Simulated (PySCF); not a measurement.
# C4H7ClO: calculation and literature

Atom-mapped SMILES (the numbers label the heavy atoms): `[CH3:1][CH:2]([CH3:3])[C:4](=[O:5])[Cl:6]`. Hydrogens are named by the atom that carries them.

Measured values that the calculation should reproduce: δ $^{13}$C C2 46.5; C1/C3 19.0; δ $^{1}$H H(C2) 2.97; H(C1)/H(C3) 1.31 ppm (measured; solution, not stated per compound (mostly CDCl3 or CCl4); Pretsch, Buehlmann, Badertscher, Structure Determination of Organic Compounds, 4th ed. (2009)).

Computational details: shieldings: GIAO PBE0/pcSseg-1, geometry from PBE0-D3(BJ)/def2-SVP, in PySCF 2.14.0 with density-fitted response routines (single conformer, non-relativistic Hamiltonian, gas phase, fast rotation and ring inversion assumed for equivalent nuclei).

Q: Set the calculated values beside the experiment.

A: 
Reference values: measured (solution, not stated per compound (mostly CDCl3 or CCl4); Pretsch, Buehlmann, Badertscher, Structure Determination of Organic Compounds, 4th ed. (2009)).
```json
{"atoms": "C2", "quantity": "δ $^{13}$C", "reference": "46.5", "computed": "48.7", "computed, scaled": "46.4"}
{"atoms": "C1/C3", "quantity": "δ $^{13}$C", "reference": "19.0", "computed": "20.4", "computed, scaled": "19.1"}
{"atoms": "H(C2)", "quantity": "δ $^{1}$H", "reference": "2.97", "computed": "2.44", "computed, scaled": "2.52"}
{"atoms": "H(C1)/H(C3)", "quantity": "δ $^{1}$H", "reference": "1.31", "computed": "1.22", "computed, scaled": "1.37"}
```

Computed shifts are σ(ref) − σ with the named reference compound (TMS for H and C) calculated as an isolated molecule at the same level. The measured values may be among those fitted. Empirical linear scaling, fitted to shifts measured mostly in CDCl3 for H and C (δ vs TMS): $^{13}$C: δ = 177.62 − 0.967σ -5.2 per attached Cl (rms 1.9 ppm, 903 shifts, 2.3 ppm with the 23 outliers that the fit left out); $^{1}$H: δ = 29.91 − 0.950σ (rms 0.21 ppm, 511 shifts, 0.22 ppm with the 3 outliers that the fit left out). Occasional misses reach two or three times the rms, and more in compound classes unlike the fitted ones.

Q: How far are the unscaled $^{13}$C shifts from the references?

A: Mean signed difference +1.80 ppm, mean absolute 1.80 ppm over 2 comparisons; the largest is +2.2 ppm at C2 (sp3 CH α to a carbonyl).

Q: How far are the unscaled $^{1}$H shifts from the references?

A: Mean signed difference -0.31 ppm, mean absolute 0.31 ppm over 2 comparisons; the largest is -0.53 ppm at H(C2) (hydrogen on an sp3 CH α to a carbonyl).
